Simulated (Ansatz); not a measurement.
## Worked example: correlation energy of H3Ge–CH3, singlet

Geometry: a PBE0/def2-TZVP stationary point for this spin, not checked as a minimum.

```xyz
8

Ge   -0.3185   -0.0014    0.0001
C     1.6348    0.0072   -0.0007
H    -0.8625    1.4387    0.0064
H    -0.8524   -0.7303    1.2465
H    -0.8535   -0.7198   -1.2519
H     2.0175   -1.0140   -0.0051
H     2.0111    0.5166    0.8872
H     2.0103    0.5241   -0.8845
```

Basis cc-pVDZ; Ansatz 0.2.0. Only valence electrons are correlated (noble-gas cores and the filled d shells of p-block atoms frozen), which leaves 14 electrons in 56 orbitals. Prefix R: restricted or restricted open-shell reference. No spin–orbit coupling is included, and no scalar relativity.

Full CI isn't at hand for all of this; RCCSDT(Q) serves as the reference, and is uncertain by about the last step of the cluster series.

Runs differ by some tens of microhartree through their thresholds, so steps under 0.03 kcal/mol mean nothing.

| level | total energy (hartree) |
| --- | --- |
| RHF | -2116.687844 |
| RMP2 | -2116.943231 |
| RCCSD | -2116.985156 |
| RCCSD(T) | -2116.992121 |
| RCCSDT | -2116.992956 |
| RCCSDT(Q) | -2116.993285 |

Problem. What is the correlation energy at RCCSDT(Q), and what share of it do RMP2 and RCCSD recover?

Solution. E(corr) = -2116.993285 − (-2116.687844) = -0.305441 hartree = -8.311 eV. RMP2: -0.255387 / -0.305441 = 83.61 %. RCCSD: -0.297312 / -0.305441 = 97.34 %.

Problem. By how many kcal/mol does RCCSD(T) miss RCCSDT(Q) (1 hartree = 627.509 kcal/mol), and which steps make up the rest?

Solution. -2116.992121 − (-2116.993285) = 0.001164 hartree = 0.73 kcal/mol. Steps: RCCSDT − RCCSD(T) = -0.52, RCCSDT(Q) − RCCSDT = -0.21 kcal/mol. That is within 1 kcal/mol of the reference in this basis, which itself misses far more of the correlation at the basis-set limit.
